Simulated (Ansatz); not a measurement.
# A workflow on C3H6 (propene)

We compute a series of 8 runs (PBE/splines, PBE/cc-pVDZ, PBE/cc-pVTZ, PBE/cc-pVQZ, PBE/aug-cc-pVTZ, PBE/pcseg-2, PBE/def2-TZVPP, PBE/6-31G*) of C3H6 (propene). 

The calculation is run with Ansatz 0.2.0.

1 further run of the same task is left out (set aside as unsound or not needed).

## (1) The molecule

The species is C3H6 (9 atoms), meant as a singlet with charge 0. SMILES: `C=CC`. Geometry: relaxed at PBE0-D4/def2-TZVP.

Bond lengths: C1–C2 1.325 Å, C2–C3 1.490 Å, C1–H4 1.086 Å, C1–H5 1.084 Å, C2–H6 1.088 Å, C3–H7 1.095 Å, C3–H8 1.095 Å, C3–H9 1.092 Å. Some angles: C1–C2–C3 125.1°, C1–C2–H6 118.7°, C3–C2–H6 116.2°, C2–C1–H4 121.4°, C2–C1–H5 121.6°, C2–C3–H7 111.0°, C2–C3–H8 111.0°, C2–C3–H9 111.5°, H4–C1–H5 117.0°, H7–C3–H8 106.6°.

## (2) Energy and gradient at PBE/splines (accuracy low, spline vacuum 6 angstrom) (run 1)

input.yaml reads:

```yaml
crystal:
  periodic: [false, false, false]
  atoms:
    - {symbol: C, position_ang: [-1.129400, 0.554100, -0.580200]}
    - {symbol: C, position_ang: [0.157600, 0.266300, -0.447400]}
    - {symbol: C, position_ang: [0.744900, -0.543600, 0.656400]}
    - {symbol: H, position_ang: [-1.864800, 0.202700, 0.137400]}
    - {symbol: H, position_ang: [-1.495500, 1.149800, -1.408200]}
    - {symbol: H, position_ang: [0.857000, 0.641500, -1.192300]}
    - {symbol: H, position_ang: [1.261600, -1.425300, 0.264300]}
    - {symbol: H, position_ang: [1.490400, 0.033400, 1.212800]}
    - {symbol: H, position_ang: [-0.021900, -0.879100, 1.357300]}
basis:
  splines: {vacuum: 6}
hamiltonian:
  xc: {name: PBE}
accuracy: low
output: {forces: true}
```

The run is started by

```bash
$ ansatz run input.yaml --threads 1 --pin off --max-ram 2610MiB --events-out events.jsonl --progress --plain --runs-dir runs
```

Log:

```text
Error: memory limit exceeded: the `solve on splines` phase needs 2.46 GiB against a 2.32 GiB budget; largest carriers: lattices 1.82 GiB, atoms' tables 0.58 GiB, stability analysis 0.04 GiB, threads' scratch 0.02 GiB; a lower accuracy has fewer points, and so has a vacuum nearer to its least
raise --max-ram-frac (at most 1; over 0.88 where none was typed) and, where it was typed, --max-ram, as far as the host has headroom, free memory on the host or within its container's limit, run where the host or its container's limit has more memory, or run on fewer --threads, or lower what the refusal names above (a resume cannot: its deck is fixed)
```

Wall time 0.02 s (1 thread of Arm Neoverse V2, shared host).

The program refused the input.

## (3) Energy and forces at PBE/cc-pVDZ (run 2)

in.yaml reads:

```yaml
crystal:
  periodic: [false, false, false]
  atoms:
    - {symbol: C, position_ang: [-1.129400, 0.554100, -0.580200]}
    - {symbol: C, position_ang: [0.157600, 0.266300, -0.447400]}
    - {symbol: C, position_ang: [0.744900, -0.543600, 0.656400]}
    - {symbol: H, position_ang: [-1.864800, 0.202700, 0.137400]}
    - {symbol: H, position_ang: [-1.495500, 1.149800, -1.408200]}
    - {symbol: H, position_ang: [0.857000, 0.641500, -1.192300]}
    - {symbol: H, position_ang: [1.261600, -1.425300, 0.264300]}
    - {symbol: H, position_ang: [1.490400, 0.033400, 1.212800]}
    - {symbol: H, position_ang: [-0.021900, -0.879100, 1.357300]}
basis:
  gaussian:
    orbitals: cc-pVDZ
output: {forces: true, orbitals: {seedname: orbitals}}
hamiltonian:
  xc: {name: PBE}
```

The run is started by

```bash
$ ansatz run in.yaml --threads 1 --pin off --max-ram 2610MiB --events-out events.jsonl --progress --plain --runs-dir runs
```

Log, cut to the lines that bear on the results:

```text
Warning: RAYON_NUM_THREADS=1 ignored (pool sized by the plan → 1); use --threads N
Functional definition: PBE
  name "PBE"
[...]
888 factors; their error is unknown
[...]
mean field -3203.69421138 eV, -117.7335907264 hartree, gradient 4.5e-6 eV, S^2 0.000000; 0 other end points of the search recorded, 0 dependent functions left out
[...]
reference -3203.69423814 eV, -117.7335917098 hartree; 12, 12 occupied and 60, 60 virtual orbitals, 888 factors
Total energy: -3203.69423814 eV, -117.7335917098 hartree
Atom 0 at    -1.129400     0.554100    -0.580200 Å, force    -0.542176     0.141546    -0.086735 eV/Å
Atom 1 at     0.157600     0.266300    -0.447400 Å, force     0.565997    -0.252504     0.252247 eV/Å
Atom 2 at     0.744900    -0.543600     0.656400 Å, force    -0.113037     0.149470    -0.197811 eV/Å
Atom 3 at    -1.864800     0.202700     0.137400 Å, force    -0.404685    -0.188398     0.386159 eV/Å
Atom 4 at    -1.495500     1.149800    -1.408200 Å, force    -0.210751     0.325711    -0.449515 eV/Å
Atom 5 at     0.857000     0.641500    -1.192300 Å, force     0.393013     0.198537    -0.400967 eV/Å
Atom 6 at     1.261600    -1.425300     0.264300 Å, force     0.287314    -0.452604    -0.172089 eV/Å
Atom 7 at     1.490400     0.033400     1.212800 Å, force     0.398151     0.263575     0.293610 eV/Å
Atom 8 at    -0.021900    -0.879100     1.357300 Å, force    -0.373828    -0.185333     0.375100 eV/Å
Dipole moment:     0.077704    -0.033897     0.033428 e Å
```

Wall time 1.4 s (1 thread of Arm Neoverse V2, shared host); peak memory 0.098 GiB.

Runs 3 to 6 aren't shown in full; the table further down has their settings and results.

## (4) Energy and gradient at PBE/def2-TZVPP (run 7)

in.yaml reads:

```yaml
crystal:
  periodic: [false, false, false]
  atoms:
    - symbol: C
      position_ang: [-1.129400, 0.554100, -0.580200]
    - symbol: C
      position_ang: [0.157600, 0.266300, -0.447400]
    - symbol: C
      position_ang: [0.744900, -0.543600, 0.656400]
    - symbol: H
      position_ang: [-1.864800, 0.202700, 0.137400]
    - symbol: H
      position_ang: [-1.495500, 1.149800, -1.408200]
    - symbol: H
      position_ang: [0.857000, 0.641500, -1.192300]
    - symbol: H
      position_ang: [1.261600, -1.425300, 0.264300]
    - symbol: H
      position_ang: [1.490400, 0.033400, 1.212800]
    - symbol: H
      position_ang: [-0.021900, -0.879100, 1.357300]
basis:
  gaussian:
    orbitals: def2-TZVPP
hamiltonian:
  xc: {name: PBE}
output:
  forces: true
  orbitals: {seedname: orbitals}
```

The run is started by

```bash
$ ansatz run in.yaml --threads 1 --pin off --max-ram 2610MiB --events-out events.jsonl --progress --plain --runs-dir runs
```

Log, cut to the lines that bear on the results:

```text
Warning: RAYON_NUM_THREADS=1 ignored (pool sized by the plan → 1); use --threads N
[... 2 set-up lines as earlier in the session ...]
[...]
894 factors; their error is unknown
[...]
mean field -3204.91884523 eV, -117.7785951903 hartree, gradient 1.8e-5 eV, S^2 0.000000; 0 other end points of the search recorded, 0 dependent functions left out
[...]
reference -3204.91888423 eV, -117.7785966235 hartree; 12, 12 occupied and 165, 165 virtual orbitals, 894 factors
Total energy: -3204.91888423 eV, -117.7785966235 hartree
Atom 0 at    -1.129400     0.554100    -0.580200 Å, force    -0.364787     0.098394    -0.063044 eV/Å
Atom 1 at     0.157600     0.266300    -0.447400 Å, force     0.334285    -0.095720     0.067013 eV/Å
Atom 2 at     0.744900    -0.543600     0.656400 Å, force    -0.009660     0.021097    -0.025626 eV/Å
Atom 3 at    -1.864800     0.202700     0.137400 Å, force    -0.165205    -0.069933     0.146296 eV/Å
Atom 4 at    -1.495500     1.149800    -1.408200 Å, force    -0.095214     0.126146    -0.170427 eV/Å
Atom 5 at     0.857000     0.641500    -1.192300 Å, force     0.162514     0.078840    -0.161509 eV/Å
Atom 6 at     1.261600    -1.425300     0.264300 Å, force     0.121538    -0.181937    -0.061418 eV/Å
Atom 7 at     1.490400     0.033400     1.212800 Å, force     0.163885     0.096826     0.119875 eV/Å
Atom 8 at    -0.021900    -0.879100     1.357300 Å, force    -0.147357    -0.073714     0.148841 eV/Å
Dipole moment:     0.076360    -0.034972     0.035413 e Å
```

Wall time 3 s (1 thread of Arm Neoverse V2, shared host); peak memory 0.15 GiB.

## (5) Energy and forces at PBE/6-31G(d) (Cartesian functions) (run 8)

molecule.yaml reads:

```yaml
crystal:
  periodic: [false, false, false]
  atoms:
    - {symbol: C, position_ang: [-1.129400, 0.554100, -0.580200]}
    - {symbol: C, position_ang: [0.157600, 0.266300, -0.447400]}
    - {symbol: C, position_ang: [0.744900, -0.543600, 0.656400]}
    - {symbol: H, position_ang: [-1.864800, 0.202700, 0.137400]}
    - {symbol: H, position_ang: [-1.495500, 1.149800, -1.408200]}
    - {symbol: H, position_ang: [0.857000, 0.641500, -1.192300]}
    - {symbol: H, position_ang: [1.261600, -1.425300, 0.264300]}
    - {symbol: H, position_ang: [1.490400, 0.033400, 1.212800]}
    - {symbol: H, position_ang: [-0.021900, -0.879100, 1.357300]}
basis:
  gaussian: {orbitals: "6-31G*"}
hamiltonian: {xc: {name: PBE}}
output: {forces: true, orbitals: {seedname: orbitals}}
```

The run is started by

```bash
$ ansatz run molecule.yaml --threads 1 --pin off --max-ram 2610MiB --events-out events.jsonl --progress --plain --runs-dir runs
```

Log, cut to the lines that bear on the results:

```text
Warning: RAYON_NUM_THREADS=1 ignored (pool sized by the plan → 1); use --threads N
[... 2 set-up lines as earlier in the session ...]
[...]
765 factors; their error is unknown
[...]
mean field -3203.54710854 eV, -117.7281847965 hartree, gradient 4.4e-5 eV, S^2 0.000000; 0 other end points of the search recorded, 0 dependent functions left out
[...]
reference -3203.54712705 eV, -117.7281854769 hartree; 12, 12 occupied and 45, 45 virtual orbitals, 765 factors
Total energy: -3203.54712705 eV, -117.7281854769 hartree
Atom 0 at    -1.129400     0.554100    -0.580200 Å, force    -0.584298     0.145053    -0.081961 eV/Å
Atom 1 at     0.157600     0.266300    -0.447400 Å, force     0.556501    -0.135208     0.074248 eV/Å
Atom 2 at     0.744900    -0.543600     0.656400 Å, force     0.000923     0.039639    -0.056500 eV/Å
Atom 3 at    -1.864800     0.202700     0.137400 Å, force    -0.285220    -0.106365     0.231206 eV/Å
Atom 4 at    -1.495500     1.149800    -1.408200 Å, force    -0.178178     0.212185    -0.282759 eV/Å
Atom 5 at     0.857000     0.641500    -1.192300 Å, force     0.270545     0.123097    -0.255560 eV/Å
Atom 6 at     1.261600    -1.425300     0.264300 Å, force     0.195310    -0.322638    -0.102875 eV/Å
Atom 7 at     1.490400     0.033400     1.212800 Å, force     0.271410     0.171739     0.218621 eV/Å
Atom 8 at    -0.021900    -0.879100     1.357300 Å, force    -0.246994    -0.127500     0.255581 eV/Å
Dipole moment:     0.071016    -0.029281     0.027943 e Å
```

Wall time 1.1 s (1 thread of Arm Neoverse V2, shared host).

## (6) Overview of the runs

```csv
run,level,spline vacuum,accuracy,energy (Eh),wall time
1,"PBE/splines (accuracy low, spline vacuum 6 angstrom)",6,low,refused,0.02 s
2,PBE/cc-pVDZ,–,medium,-117.733592,1.4 s
3,PBE/cc-pVTZ,–,medium,-117.775241,2.8 s
4,PBE/cc-pVQZ,–,medium,-117.784476,6.6 s
5,PBE/aug-cc-pVTZ,–,medium,-117.776475,6.6 s
6,PBE/pcseg-2,–,medium,-117.779745,2.9 s
7,PBE/def2-TZVPP,–,medium,-117.778597,3 s
8,PBE/6-31G* (Cartesian functions),–,medium,-117.728185,1.1 s
```

## (7) Outcome

```
                                   quantity          value
            run 8, PBE/6-31G*: total energy  -117.72819 Eh
           run 8, PBE/6-31G*: dipole moment         0.39 D
             run 8, PBE/6-31G*: HOMO energy       -5.88 eV
             run 8, PBE/6-31G*: LUMO energy       -0.05 eV
           run 8, PBE/6-31G*: HOMO–LUMO gap        5.83 eV
run 8, PBE/6-31G*: largest force on an atom     0.608 eV/Å
```

What this shows: The dipole moment (its size) runs from 0.39 D (PBE/6-31G*) to 0.45 D (PBE/aug-cc-pVTZ). The HOMO–LUMO gap runs from 5.56 eV (PBE/aug-cc-pVTZ) to 5.83 eV (PBE/6-31G*). All runs together took 24 s, the longest 6.6 s. 1 of the 8 runs did not end normally.
